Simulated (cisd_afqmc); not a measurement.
Input (AFQMC/CISD/cc-pVTZ; cisd_afqmc is a phaseless AFQMC code with CISD trial states that reads the integrals written by Ansatz):

Ansatz 0.2 input:
```python
import cisd_afqmc

open("ham.yaml", "w").write("""\
crystal:
  periodic: [false, false, false]
  atoms:
    - {symbol: C, position_ang: [-0.67246682, 0.01573693, -0.02266366]}
    - {symbol: C, position_ang: [0.61858668, -0.17101379, 0.20267637]}
    - {symbol: H, position_ang: [-1.14942520, 0.65547605, -0.76887108]}
    - {symbol: H, position_ang: [1.47270601, 0.27618510, -0.31120519]}
basis:
  gaussian:
    orbitals: cc-pVTZ
magnetization: {spin_polarized: true, initial_magnetization: 2}
correlation: {method: ccsd, electrons: outside_noble_gas, hamiltonian_folder: ham}
""")
rep = cisd_afqmc.ansatz("ham.yaml")
e_ccsd = rep["correlation"]["coupled_cluster"]["energy"]["hartree"]
out = cisd_afqmc.run("ham", e_ccsd, trial="CISD", walkers=100, populations=8, threads=8, dt=0.005, steps=40, early=24, settle=10, least=32,
    cut=5e-5, rank_cut=2e-4, target=0.0004, seconds=1500, seed=1, memory=17280, gpu=False)
```

Output:

```
orbitals 86, occupied [6, 4], factors 437 of 501, rank of the doubles 361 of 808
E(HF) = -76.749746
E(CCSD) on the cut factors = -77.033710, shift to the whole factors -0.000003
Energy of the trial state on the determinant = -77.033659
  tau behind 7.2 of longer steps, mean of the populations' last blocks
   2.0  -77.04745
   4.0  -77.04783
   6.0  -77.04748
   8.0  -77.04871
blocks 264 (0 outliers left out), error by blocks joined: 1: 0.00025, 2: 0.00030, 4: 0.00035, 8: 0.00039, 16: 0.00035
E(AFQMC/CISD) = -77.04827 +/- 0.00039
```

This triplet is an excited state, 3.9 eV above the singlet at CCSD(T)/cc-pV5Z (Ansatz).
